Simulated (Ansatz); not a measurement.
**A ladder of methods for BH2O (SMILES B[O])**

BH2O has 4 atoms, charge 0, and is taken as a doublet. SMILES: `B[O]`. The shape was relaxed beforehand at r2SCAN/def2-SVP.

```xyz
4

B     0.0109   -0.0141   -0.0070
O     1.0331   -0.3433    0.6822
H    -1.0644   -0.5869    0.1465
H     0.0758    0.8840   -0.8418
```

Quantity: the dissociation energy of the H3–B1 bond into doublet H and singlet HBO (shapes relaxed at r2SCAN/def2-SVP, no zero-point term), in eV. The values are calculated.

```
               level                    kind  program  value (eV)
      UHF/def2-TZVPP            Hartree–Fock   Ansatz        0.93
   USVWN5/def2-TZVPP                     LDA   Ansatz        1.11
    UBLYP/def2-TZVPP                     GGA   Ansatz        0.91
 U-r2SCAN/def2-TZVPP                meta-GGA   Ansatz        1.01
   UB3LYP/def2-TZVPP           global hybrid   Ansatz        0.93
U-wB97M-V/def2-TZVPP  range-separated hybrid   Ansatz        0.75
  UB2PLYP/def2-TZVPP           double hybrid   Ansatz        0.65
  RPA@PBE/def2-TZVPP                     RPA   Ansatz        0.75
```

The values span 0.65 to 1.11 eV. A fragment with an even electron count was run as a singlet and may have a lower triplet. Measured bond enthalpies also hold zero-point and thermal terms, a few tenths of an eV less.
